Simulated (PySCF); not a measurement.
# Converging AlC in the basis (CCSD(T))

PySCF, UHF reference; quartet, unpaired electrons σ ↑, π ↑↑; De to Al + C without counterpoise correction. Frozen cores follow the default of each basis and core potential.

| basis | relativity | functions | Re (Å) | ωe (cm⁻¹) | De (eV) | frozen orbitals |
| --- | --- | --- | --- | --- | --- | --- |
| 3-21G | no relativity | 22 | 2.040 | 627 | 2.90 | 6 |
| 6-31G(d,p) | no relativity | 32 | 1.967 | 671 | 3.13 | 6 |
| def2-SVPD | no relativity | 44 | 1.985 | 639 | 3.26 | 6 |
| aug-pcseg-1 | no relativity | 50 | 1.990 | 622 | 3.18 | 6 |
| x2c-TZVPPall | spin-free X2C | 73 | 1.973 | 643 | 3.30 | 6 |

**Question.** How does each smaller set differ from the one with most functions, x2c-TZVPPall?

**Answer.** 3-21G: +6.7 pm, -2.5 % in ωe, -0.40 eV in De; 6-31G(d,p): -0.6 pm, +4.4 % in ωe, -0.17 eV in De; def2-SVPD: +1.2 pm, -0.6 % in ωe, -0.04 eV in De; aug-pcseg-1: +1.7 pm, -3.3 % in ωe, -0.12 eV in De. All at CCSD(T); the set with most functions is neither the basis-set limit nor always the best. The rows treat relativity differently, so the differences are not basis effects alone.

Correlated steps freeze 6 core orbitals. Correlated levels converge slowly with the basis: in double zeta they bind strong bonds too weakly, by up to about 1 eV, and carry superposition errors of some tenths. The CCSD T1 diagnostic is raised in AlC, a sign that a single reference may not be enough there. 3-21G is very small, so such numbers show the basis as much as the molecule. The state was picked by a PBE0 search and need not be the measured ground state.
